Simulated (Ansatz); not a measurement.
Reaction (atomization): `C1CCOCC1` → 5 C• + 10 H• + O•

Gas-phase electronic energies from Ansatz, PBE0-D4/def2-TZVP geometries. CCSD(T)/CBS is the MP2 limit (def2-TZVPP, def2-QZVPP) plus CCSD(T) − MP2 in def2-TZVPP, frozen cores. This one scheme is used for every species, atoms too. DFT in def2-TZVPP. B3LYP here is the variant with VWN-RPA as its local correlation; programs differ in this. Open shells (•) are unrestricted, without spin–orbit coupling. Spin–orbit coupling would lower the free atoms: a little for C, O.

`C1CCOCC1`:

Cartesian coordinates in Å:
```
C 1.054 0.039 -0.658
C 0.099 1.224 -0.605
C -1.301 0.751 -0.258
O -1.327 0.026 0.951
C -0.514 -1.123 0.892
C 0.939 -0.777 0.623
H 2.083 0.373 -0.817
H 0.793 -0.596 -1.514
H 0.431 1.934 0.160
H 0.080 1.759 -1.559
H -1.984 1.592 -0.126
H -1.693 0.122 -1.074
H -0.631 -1.631 1.852
H -0.886 -1.800 0.105
H 1.530 -1.695 0.560
H 1.326 -0.197 1.468
```

```json
{"level": "r2SCAN", "ΔE (kJ/mol)": "6539.4"}
{"level": "B3LYP", "ΔE (kJ/mol)": "6473.9"}
{"level": "HF/def2-QZVPP", "ΔE (kJ/mol)": "4851.9"}
{"level": "CCSD/CBS(def2)", "ΔE (kJ/mol)": "6441.2"}
```

What does CCSD(T)/CBS give? (Best estimate.)

Computed: +6527.8 kJ/mol. The listed levels differ from it by 11.6, -53.9, -1675.9, -86.6 kJ/mol.

Largest T1 diagnostic among the species: 0.010.

The D4 term adds +52.3 kJ/mol with B3LYP and +27.5 kJ/mol with PBE0; it sums over pairs of atoms, weighted by their polarisabilities, and B3LYP, whose exchange is more repulsive, gets the larger term. From PBE to PBE0 (25 % exact exchange), in def2-TZVPP and without D4, ΔE moves by −87.5 kJ/mol: exact exchange takes away binding that semilocal exchange gives to molecules. In def2-TZVPP, CCSD(T) changes the Hartree–Fock value by +1538.4 kJ/mol (the triples alone add +86.6 kJ/mol) and MP2 by +1630.5 kJ/mol; breaking electron pairs costs correlation energy, which Hartree–Fock lacks.

For atomizations the MP2-based limit and the directly extrapolated one differ by several kJ/mol either way, and by 10 to 25 for some Ge, Se and Sn compounds, so smaller differences from it don't rank the levels.
